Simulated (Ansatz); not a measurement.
A calculation with Ansatz (development build ahead of 0.2.0).

```yaml
crystal:
  periodic: [false, false, false]
  atoms:
    - { symbol: C, position_ang: [0.0, 0.0, 0.0] }
    - { symbol: C, position_ang: [1.52747, 0.0, 0.0] }
    - { symbol: C, position_ang: [-0.76373, 1.32283, 0.0] }
    - { symbol: C, position_ang: [-0.76373, -1.32283, 0.0] }
    - { symbol: H, position_ang: [2.13467, -1.01116, 0.0] }
    - { symbol: H, position_ang: [2.13467, 1.01116, 0.0] }
    - { symbol: H, position_ang: [-1.94302, 1.3431, 0.0] }
    - { symbol: H, position_ang: [-0.19164, 2.35426, 0.0] }
    - { symbol: H, position_ang: [-1.94302, -1.3431, 0.0] }
    - { symbol: H, position_ang: [-0.19164, -2.35426, 0.0] }
basis:
  gaussian: { orbitals: cc-pVDZ }
magnetization:
  spin_polarized: true
  initial_magnetization: 2
hamiltonian:
  xc: hf
```

The input is written out in the form of the current development build from the run's settings.

Results

| Item | Value |
| --- | --- |
| Converged | yes |
| Total energy | -154.85276 hartree |
| Spin squared of the determinant | 2.325 |

Caution: the unrestricted determinant is spin contaminated.
